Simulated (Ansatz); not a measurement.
## Crystal structures of caesium under LDA

These are results of DFT, LDA (PW92), plane waves (420 eV) with PAW, scalar-relativistic (Ansatz), not measurements. The PAW files were generated under PBE, with cores re-solved for the functional.

Each structure is relaxed within its own symmetry, so a high-lying one may be dynamically unstable.

```
        structure  ΔE (meV/atom)  V (Å³/atom)                                     cell     magnetic state
             dhcp             -1        96.23  a = 5.138 Å, c = 16.837 Å (c/a = 3.277)  spin not included
              hcp              0        96.16   a = 5.138 Å, c = 8.411 Å (c/a = 1.637)  spin not included
              bcc              0        95.96                              a = 5.768 Å  spin not included
              fcc              1        96.17                              a = 7.273 Å  spin not included
omega (AlB2-type)              9        96.09   a = 8.224 Å, c = 4.921 Å (c/a = 0.598)  spin not included
              A15             10        96.97                              a = 9.189 Å  spin not included
     simple cubic            104       106.27                              a = 4.737 Å  spin not included
          diamond            285       149.11                             a = 10.605 Å  spin not included
```

ΔE counts from bcc.

Differences under about 8 meV lie within the error of the k-point mesh.
